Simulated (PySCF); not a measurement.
# CH₃: adding exact exchange

Base calculation in PySCF with density fitting and no spin–orbit coupling, PBE/def2-TZVP (no relativity): doublet, D3h, C–H 1.087 Å (×3); wavenumbers 530, 1358 (×2), 3054, 3233 (×2) cm⁻¹; polar-tensor charge of C -0.15 e, atomisation energy (no zero-point energy) 1295 kJ/mol.

Q: What changes on going to PBE0/def2-TZVP (no relativity)?

A: The point group stays the same. Changes: mean bond to C -0.007 Å, highest wavenumber +81 cm⁻¹, lowest wavenumber -4 cm⁻¹, polar-tensor charge of C 0.00 e, atomisation energy (no zero-point energy) -7 kJ/mol. The new structure has C–H 1.080 Å (×3), with wavenumbers 526, 1401 (×2), 3130, 3314 (×2) cm⁻¹. Exact exchange shortens and stiffens the bonds, the usual pattern.

Only the bonding shown was studied: isomers, or loss of a ligand pair, can lie lower.
